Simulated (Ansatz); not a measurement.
# FHMgS: the cost of one run

All numbers below are computed with Ansatz 0.2.0 (RKS revPBE-D4/def2-SVP).

### 1 Starting point

Bond lengths: F1–Mg2 1.951 Å, Mg2–S3 2.437 Å, S3–H4 1.493 Å. Angles: F1–Mg2–S3 178.6°, Mg2–S3–H4 92.4°.

As a file:

```xyz
4

F    -1.2518    0.4135    2.3627
Mg   -0.5666    0.2423    0.5439
S     0.3200   -0.0183   -1.7115
H     1.5539   -0.6978   -1.2153
```

### 2 Relaxing the start

input.yaml

```yaml
crystal:
  periodic: [false, false, false]
  atoms:
    - { symbol: F, position_ang: [-1.2518, 0.4135, 2.3627] }
    - { symbol: Mg, position_ang: [-0.5666, 0.2423, 0.5439] }
    - { symbol: S, position_ang: [0.32, -0.0183, -1.7115] }
    - { symbol: H, position_ang: [1.5539, -0.6978, -1.2153] }
basis:
  gaussian: { orbitals: def2-SVP }
hamiltonian:
  xc: revpbe
  dispersion: d4
relax:
  f_tol: 0.02
  max_steps: 40
scf:
  lower_state_search: "off"
```

Run with:

```
$ ansatz run input.yaml --threads 1 --pin off --max-ram 2048MiB --backend cpu --events-out ev --progress --plain --runs-dir out
```

What time and memory should one allow on 1 thread of Intel Xeon Platinum 8488C (Sapphire Rapids), shared host?

About 2.4 s, with a peak of 0.15 GiB.
